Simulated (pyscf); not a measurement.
Thermochemistry of product channels of H₃C–Cd–CH₃ on the singlet surface, in kJ/mol, from ωB97M-D3(BJ)/def2-TZVP energies (ideal gas, 1 atm, RRHO with modes under 100 cm⁻¹ raised to 100, one conformer, R ln 2 for chiral ones without a mode under 150 cm⁻¹). Single points on ωB97X-D3(BJ)/def2-SVP structures (PySCF, gas phase).

```json
[
 {"products": "H₃C–CdH + CH₂ [singlet]", "ΔE": "+487.1", "ΔH(298 K)": "+458.4", "ΔG(298 K)": "+414.7", "ΔG(600 K)": "+370.1"},
 {"products": ":HC–Cd–CH₃ [singlet] + H₂", "ΔE": "[?]", "ΔH(298 K)": "+493.8", "ΔG(298 K)": "+451.8", "ΔG(600 K)": "[?]"}
]
```

### Question
What belongs in the gaps?

### Answer

- :HC–Cd–CH₃ [singlet] + H₂, ΔE: +526.0
- :HC–Cd–CH₃ [singlet] + H₂, ΔG(600 K): +406.8

These are energies of the channels, which say nothing of barriers. CH₂ [singlet] is an excited spin state, 37.3 kJ/mol over the triplet at ωB97X-D3(BJ)/def2-TZVP. :HC–Cd–CH₃ [singlet] is an excited spin state, 89.8 kJ/mol over the triplet at ωB97X-D3(BJ)/def2-TZVP. 2 of the closed-shell references are unstable towards spin polarisation; treat their single-reference values with care. Elements past Kr carry the def2 core potentials, without spin-orbit coupling.
